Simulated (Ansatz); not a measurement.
The cluster Li₂H₂⁺, 4 atoms. Hardware: 4 threads of Arm Neoverse V1 on a shared host.

Correlated methods freeze no core orbitals; core or outer-core shells of Li are correlated, in sets that lack core-valence functions.

How many basis functions does each of these Ansatz runs have, and roughly what does it cost? CCSD(T)/def2-TZVPP, charge 1 quartet, energy, from earlier orbitals; PBE-D4/def2-TZVP, charge 1 doublet, relaxation, 4 steps; BLYP-D4/def2-TZVP, charge 1 doublet, energy, from earlier orbitals; HF/STO-3G, charge 1 quartet, energy; PBE with 35 % exact exchange/def2-TZVP, charge 1 doublet, energy, from earlier orbitals; PBE-D4/def2-TZVP, charge 1 quartet, energy, from earlier orbitals; HF/STO-3G, charge 1 doublet, energy; r2SCAN-D4/def2-TZVP, charge 1 quartet, energy, from earlier orbitals; RPA@PBE/def2-TZVP, charge 1 quartet, energy, from earlier orbitals; PBE with 50 % exact exchange/def2-TZVP, charge 1 doublet, energy, from earlier orbitals; PBE-D4/def2-TZVP, charge 0 triplet at the geometry of the charge 1 doublet, energy, from earlier orbitals; PBE with 15 % exact exchange/def2-TZVP, charge 1 quartet, energy, from earlier orbitals.

Other jobs shared the machine, so times can vary by a factor of up to 3. A dash marks memory too small to be measured apart from the calling script's.

```json
{"run": "HF/STO-3G, charge 1 doublet, energy", "functions": "12", "fitting or Cholesky vectors": "140", "wall time": "0.05 s", "peak host memory (GiB)": "–"}
{"run": "HF/STO-3G, charge 1 quartet, energy", "functions": "12", "fitting or Cholesky vectors": "139", "wall time": "0.05 s", "peak host memory (GiB)": "–"}
{"run": "PBE-D4/def2-TZVP, charge 1 quartet, energy, from earlier orbitals", "functions": "40", "fitting or Cholesky vectors": "346", "wall time": "0.25 s", "peak host memory (GiB)": "–"}
{"run": "PBE with 15 % exact exchange/def2-TZVP, charge 1 quartet, energy, from earlier orbitals", "functions": "40", "fitting or Cholesky vectors": "346", "wall time": "0.25 s", "peak host memory (GiB)": "–"}
{"run": "PBE with 50 % exact exchange/def2-TZVP, charge 1 doublet, energy, from earlier orbitals", "functions": "40", "fitting or Cholesky vectors": "346", "wall time": "0.25 s", "peak host memory (GiB)": "–"}
{"run": "PBE with 35 % exact exchange/def2-TZVP, charge 1 doublet, energy, from earlier orbitals", "functions": "40", "fitting or Cholesky vectors": "346", "wall time": "0.3 s", "peak host memory (GiB)": "–"}
{"run": "PBE-D4/def2-TZVP, charge 0 triplet at the geometry of the charge 1 doublet, energy, from earlier orbitals", "functions": "40", "fitting or Cholesky vectors": "346", "wall time": "0.3 s", "peak host memory (GiB)": "–"}
{"run": "RPA@PBE/def2-TZVP, charge 1 quartet, energy, from earlier orbitals", "functions": "40", "fitting or Cholesky vectors": "401", "wall time": "0.35 s", "peak host memory (GiB)": "–"}
{"run": "BLYP-D4/def2-TZVP, charge 1 doublet, energy, from earlier orbitals", "functions": "40", "fitting or Cholesky vectors": "346", "wall time": "0.35 s", "peak host memory (GiB)": "–"}
{"run": "r2SCAN-D4/def2-TZVP, charge 1 quartet, energy, from earlier orbitals", "functions": "40", "fitting or Cholesky vectors": "346", "wall time": "0.7 s", "peak host memory (GiB)": "–"}
{"run": "CCSD(T)/def2-TZVPP, charge 1 quartet, energy, from earlier orbitals", "functions": "66", "fitting or Cholesky vectors": "431", "wall time": "0.95 s", "peak host memory (GiB)": "–"}
{"run": "PBE-D4/def2-TZVP, charge 1 doublet, relaxation, 4 steps", "functions": "40", "fitting or Cholesky vectors": "346", "wall time": "1.4 s", "peak host memory (GiB)": "–"}
```
